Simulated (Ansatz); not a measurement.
# F–Ga–GaH, singlet: the ladder up to RCCSDT(Q)

Geometry: displaced at random from a stationary point.

```xyz
4

F     0.1107    0.5392    2.5832
Ga   -0.0542   -0.2294    1.0001
Ga    0.0225    0.0644   -1.6982
H     0.1056    1.2553   -0.4035
```

Basis cc-pVDZ; Ansatz 0.2.0. Correlated methods freeze the noble-gas cores and the filled d shells of p-block atoms, which leaves 14 electrons in 44 orbitals. R marks a restricted (for open shells ROHF) determinant. Active spaces: frontier = (8e, 8o) about the gap. No spin–orbit coupling is included, and no scalar relativity.

Full CI isn't at hand for all of this; RCCSDT(Q) serves as the reference, and is uncertain by the last step of the cluster series or more.

* UHF ⟨S²⟩: 0.000
* T1 diagnostic (RCCSD): 0.0187
* largest doubles amplitude (RCCSD): 0.068

```tsv
level	E − E(RCCSDT(Q)) (kJ/mol)	share of correlation (%)	wall time
RHF	880.1	0.00	–
RMP2	96.3	89.06	–
RCCSD	25.2	97.13	–
RCCSD(T)	5.0	99.43	6 s
BCCD(T)	4.4	99.50	2.7 s
RCCSDT	2.3	99.74	–
CASSCF (frontier space)	521.5	40.74	–
MRCISD (frontier space)	53.7	93.89	–
MRCISD+Q (frontier space)	5.0	99.44	87 s
```

The correlation energy at RCCSDT(Q), counted from RHF, is -9.121 eV. That run took 42 s on 1 thread of Arm Neoverse V1, shared host.

Times hold each run's SCF and search for its determinant on a shared host, so for small cases they say little of a method's own cost; they ran on 1 thread of Arm Neoverse V1. Some runs computed forces too.
